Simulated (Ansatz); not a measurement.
# How methods differ on SiH (SMILES [SiH])

SiH: 2 atoms, total charge 0, spin state doublet. As SMILES, `[SiH]`. The shape is that of a PBE0-D4/def2-TZVP optimisation.

```xyz
2

Si    0.0000    0.0000   -0.0076
H     0.0000    0.0000    1.5241
```

Each level gives the energy change with the Si1–H2 bond stretched from 1.532 to 1.896 Å (eV). The values are calculated.

```tsv
level	kind	program	value (eV)	less FCI/6-311G**	CPU time (all runs)
UHF/6-311G**	Hartree–Fock	Ansatz	0.71	+0.10	0.36 s
U-revPBE/6-311G**	GGA	Ansatz	0.50	-0.11	2.6 s
UBHLYP/6-311G**	global hybrid	Ansatz	0.66	+0.05	1.9 s
UPBE0/6-311G**	global hybrid	Ansatz	0.59	-0.02	1.9 s
UCAM-B3LYP/6-311G**	range-separated hybrid	Ansatz	0.62	+0.01	2.5 s
UB2PLYP/6-311G**	double hybrid	Ansatz	0.62	+0.01	2.3 s
UCCSD(T)/6-311G**	coupled cluster or CI	Ansatz	0.62	+0.01	0.86 s
FCI/3-21G	exact in the basis	Ansatz	0.37	-0.24	0.79 s
FCI/6-311G**	exact in the basis	Ansatz	0.61	0.00	5.7 s
```

FCI/6-311G** is exact within its basis and frozen core, so for wave-function methods in that basis the difference is their error; functionals converge differently with the basis, so for them it is only a difference. The first shape isn't each level's own minimum. The values span 0.37 to 0.71 eV. High-level rows in very small sets aren't better than simpler rows in larger ones. CPU times are rough (shared hosts, several kinds of processor): they show what a rung costs within a factor of a few.
